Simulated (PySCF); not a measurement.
Compound: C3H9P2 (charge +1).
SMILES with atom numbers: `[CH3:1][P+:2]1([PH2:3])[CH2:4][CH2:5]1` (hydrogens: H6, H7, H8 on C1; H9, H10 on P3; H11, H12 on C4; H13, H14 on C5)

Method: PBE0-D3(BJ)/def2-SVP geometry optimisation, gas phase (PySCF); density fitting, grid level 1; the optimiser is geomeTRIC in internal coordinates, started from a GFN2-xTB structure.

Step 0: E = -21809.2332 eV
```
atom  x, y, z in Å  |  force x, y, z in eV/Å
C1      1.0750   -1.3167   -0.5310    0.026   0.779   0.243
P2      0.1920    0.1878    0.0331   -0.278  -0.884  -0.241
P3      1.0310    2.1151    0.5710   -0.477   0.177   0.100
C4     -1.3644   -0.1915    0.8750    0.001   0.365  -0.690
C5     -1.5118    0.2689   -0.5717    0.149  -0.102   0.759
H6      1.7849   -1.6339    0.2328    0.199  -0.084   0.269
H7      0.3471   -2.1076   -0.7067   -0.339  -0.176  -0.022
H8      1.6145   -1.1025   -1.4534    0.143   0.095  -0.303
H9      2.0235    1.5344    1.3739    0.360  -0.219   0.410
H10     1.8540    2.1522   -0.5638    0.279   0.075  -0.517
H11    -1.6941    0.4907    1.6480   -0.059   0.329   0.347
H12    -1.5781   -1.2295    1.0962    0.071  -0.483   0.089
H13    -1.8225   -0.4658   -1.3036    0.025  -0.339  -0.364
H14    -1.9368    1.2504   -0.7383   -0.101   0.465  -0.079
```

Step 1: E = -21809.2953 eV
```
atom  x, y, z in Å  |  force x, y, z in eV/Å
C1      1.1251   -1.2369   -0.5095   -0.233  -0.208   0.054
P2      0.1296    0.1473    0.0793    0.183   0.076  -0.182
P3      1.0847    2.0462    0.5464    0.079   0.061   0.050
C4     -1.4549   -0.1947    0.8792    0.052  -0.031   0.115
C5     -1.5568    0.2707   -0.5567   -0.054  -0.016  -0.081
H6      1.8657   -1.5208    0.2534   -0.029   0.030  -0.010
H7      0.4418   -2.0823   -0.6918    0.109  -0.016  -0.021
H8      1.6353   -0.9656   -1.4460   -0.036   0.050   0.035
H9      2.0870    1.4117    1.3511   -0.084   0.040  -0.068
H10     1.8612    2.0075   -0.6584   -0.078  -0.022   0.099
H11    -1.7540    0.5033    1.6705    0.009  -0.039  -0.020
H12    -1.6630   -1.2479    1.1080    0.009   0.059  -0.026
H13    -1.8441   -0.4660   -1.3186    0.043   0.050   0.047
H14    -1.9435    1.2795   -0.7454    0.030  -0.037   0.008
```

**Question.** Estimate the geometry and energy of step 2. (The exact step hangs on the optimiser's Hessian estimate; all steps are aligned on step 1, rigid shifts and turns removed.)

**Answer.** E = -21809.3052 eV, largest force 0.103 eV/Å
```
atom  x, y, z in Å  |  force x, y, z in eV/Å
C1      1.1078   -1.2588   -0.5120   -0.043  -0.049   0.038
P2      0.1441    0.1501    0.0691    0.023   0.017  -0.099
P3      1.0653    2.0635    0.5562   -0.013  -0.047   0.013
C4     -1.4340   -0.1928    0.8771    0.020   0.022   0.033
C5     -1.5431    0.2738   -0.5600   -0.050  -0.008   0.020
H6      1.8479   -1.5410    0.2506    0.016   0.007  -0.006
H7      0.4275   -2.1051   -0.6926    0.003   0.021   0.001
H8      1.6166   -0.9888   -1.4484    0.022   0.004   0.001
H9      2.0678    1.4376    1.3577    0.011   0.018   0.005
H10     1.8416    2.0352   -0.6422    0.015   0.024   0.005
H11    -1.7294    0.5021    1.6708   -0.016  -0.008  -0.006
H12    -1.6405   -1.2449    1.1039   -0.002   0.002  -0.014
H13    -1.8292   -0.4610   -1.3210    0.011  -0.001   0.003
H14    -1.9282    1.2820   -0.7476    0.004  -0.001   0.007
```

The energy changes by -0.0099 eV. The first-order estimate −F·Δx gives -0.0183 eV and the mean of the old and new forces, exact on a quadratic surface, -0.0099 eV. The step makes an angle of 68° with the force vector and moves no atom by more than 0.038 Å.

What follows is the cost of the whole optimisation. Time: 18 s of wall time; peak memory 0.56 GiB. Hardware: one thread, Intel Xeon 6975P-C (x86_64), no GPU, shared host with 192 logical CPUs at a one-minute load of 84.
